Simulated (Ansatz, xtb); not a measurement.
A geometry optimisation of H3OSi+ with r2SCAN-D4/def2-SVP

The starting geometry of this gas-phase singlet has its atoms placed at random.

```yaml
atoms:
  - { symbol: O, position_ang: [1.2806, -0.1851, -0.0116] }
  - { symbol: Si, position_ang: [0.0351, -0.4070, -1.1154] }
  - { symbol: H, position_ang: [-1.0408, -0.2672, 0.1979] }
  - { symbol: H, position_ang: [1.4961, 0.7262, -0.4541] }
  - { symbol: H, position_ang: [-0.9056, 0.7433, -0.2497] }
```

Problem. Guess where an optimisation with r2SCAN-D4/def2-SVP ends from this start.

Solution. It loosens into HOSi + H2, which stay close as a complex (formulas without charges). Contacts that open: Si2–H3 (1.70 → 2.62 Å), Si2–H5 (1.72 → 2.65 Å). Contacts that close: H3–H5 (1.11 → 0.76 Å).

The energy falls by 3.42 eV over 23 steps:

```
step  E − E(last) (eV)
   1             3.422
   3             0.905
   6             0.124
   8             0.014
  11             0.010
  13             0.008
  16             0.004
  18             0.000
  21             0.000
  23             0.000
```

Final geometry (Å):

```xyz
5

O     1.4605    0.1049   -0.6008
Si    0.3600   -0.8697   -1.1397
H    -1.7832    0.0703    0.0368
H     2.1313    0.7165   -0.2574
H    -1.3033    0.5885    0.3282
```

From the same start GFN2-xTB reaches the same bonding as this run.

From so rough a start the end depends on the optimiser's path, so another program may land elsewhere. No frequencies were run, so the end isn't proven a minimum. Run with Ansatz 0.2.0, 13 s on 1 thread of Intel(R) Xeon(R) 6975P-C (Granite Rapids) (shared host).
